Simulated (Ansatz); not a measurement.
Ansatz (an electronic-structure program) input (RI-MP2/aug-cc-pVTZ):
A basis named .json is the Basis Set Exchange file of that set.

Ansatz 0.2 input:
```yaml
crystal:
  periodic: [false, false, false]
  atoms:
    - {symbol: C, position_ang: [-0.01250278, -0.16829834, 1.14391076]}
    - {symbol: N, position_ang: [0.06210633, 0.65089648, 0.00291556]}
    - {symbol: C, position_ang: [-0.01858037, -0.15746407, -1.14536995]}
    - {symbol: H, position_ang: [0.80260144, -0.95701479, 1.22954715]}
    - {symbol: H, position_ang: [0.04682900, 0.42338074, 2.07234418]}
    - {symbol: H, position_ang: [-0.96149308, -0.78871542, 1.23502697]}
    - {symbol: H, position_ang: [0.79603786, -0.94531417, -1.24279419]}
    - {symbol: H, position_ang: [0.03583597, 0.44297756, -2.06846351]}
    - {symbol: H, position_ang: [-0.96805666, -0.77701480, -1.23731438]}
basis:
  gaussian:
    orbitals: aug-cc-pVTZ
    fitting: {mean_field: def2-universal-jkfit, correlation: aug-cc-pVTZ-RIFIT.json}
total_charge: -1
magnetization: {spin_polarized: false}
correlation: {method: mp2, electrons: outside_noble_gas}
```

Output:

```
Functional definition: HF
integrals: 0.25 GiB planned
335 factors; integrals over basis functions are off by at most 9.4e-1 eV
mean field: 0.62 GiB planned
mean field evaluation 1: about -3634.4749 eV, gradient 2.4e1 eV
mean field evaluation 2: about -3635.8913 eV, gradient 1.2e1 eV
mean field evaluation 4: about -3636.2743 eV, gradient 5.3e-1 eV
mean field evaluation 8: about -3623.0488 eV, gradient 4.8e1 eV
mean field evaluation 16: about -3634.8269 eV, gradient 2.3e1 eV
mean field -3636.27646623 eV, -133.6306953772 hartree, gradient 8.8e-7 eV, S^2 0.000000; 3 other end points of the search recorded, 0 dependent functions left out
3 core orbitals not correlated
594 factors; their error is unknown
reference -3636.27646623 eV, -133.6306953772 hartree; 10, 10 occupied and 263, 263 virtual orbitals, 594 factors
second order -16.58075256 eV of doubles, -0.00000000 eV of singles
Total energy: -3652.85721879 eV, -134.2400267951 hartree
```

It need not be the lowest isomer of its formula. Whether it binds its extra electron was not tested at this geometry.
